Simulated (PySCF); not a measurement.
SMILES FF, singlet (B3LYP/def2-SVP optimised geometry):

```
2

F     -0.697     0.000     0.000
F      0.697     0.000     0.000
```

Method: B3LYP/def2-TZVP (PySCF).

Problem. What are the frontier orbital energies and the dipole moment?

Solution. HOMO-2 -15.02 eV, HOMO-1 -11.37 eV, HOMO -11.37 eV, LUMO -4.10 eV, LUMO+1 11.58 eV; dipole moment 0.00 D.

Meta-Löwdin charges at B3LYP/def2-TZVP: F1 0.00, F2 0.00.
